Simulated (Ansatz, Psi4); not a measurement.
Molecule: HOCl, net charge 0, singlet state. SMILES: OCl
Geometry: optimised at B3LYP-D3(BJ)/def2-TZVP (Ansatz, a quantum-chemistry and plane-wave program).

Property: atomisation energy, in kcal/mol. Conventions: open shells spin-unrestricted; 6-31G* and kin with 6d, 5d where marked; dispersion terms only where a functional's name holds one; 6-311+G** with 5d, 6d on Na to Ar in Ansatz; no spin-orbit coupling; frozen cores in correlated levels; non-relativistic; atomisation electronic, to ground-state atoms; LANL2DZ with its own core potentials from Na on. CBS marks a two-point X^-3 extrapolation of the correlation energy; Hartree-Fock from the larger set. First-principles rows: single points at B3LYP-D3(BJ) geometries (Ansatz).

Coupled cluster (Ansatz) is a level with limits of its own, used here on species with T1 under 0.025 (0.045 for open shells) and stable references: CCSD(T)/CBS(aug-cc-pV(T+d)Z,aug-cc-pV(Q+d)Z).

Value to compare with, CCSD(T)/CBS(aug-cc-pV(T+d)Z,aug-cc-pV(Q+d)Z) (Ansatz): 166.0 kcal/mol.

```tsv
level	program	atomisation energy (kcal/mol)	difference
HF/3-21G	Ansatz	48.3	-117.7
HF/6-311+G**	Ansatz	71.9	-94.1
SVWN5/6-31G*	Ansatz	201.5	35.5
PBE/STO-3G	Ansatz	171.7	5.7
PBE/def2-SVP	Ansatz	169.3	3.3
PBE/6-311+G**	Ansatz	167.5	1.5
B3LYP/3-21G	Ansatz	134.3	-31.7
wB97X-D/6-31G*	Psi4	155.9	-10.1
MP2/LANL2DZ	Ansatz	103.1	-62.9
r2SCAN-D4/def2-TZVPD	Ansatz + dftd4	164.5	-1.5
```

Among the 9 habitual levels, HF/3-21G lies farthest from CCSD(T)/CBS(aug-cc-pV(T+d)Z,aug-cc-pV(Q+d)Z) (Ansatz) (-117.7 kcal/mol) and PBE/6-311+G** nearest (1.5); 4 of 9 lie above it, and their mean absolute difference is 40.3 kcal/mol, the median 31.7. One case shows no general order.

The levels are drawn from those run, B3LYP/6-31G* more often than the rest, none by its result; runs whose electronic state is in doubt are left out.
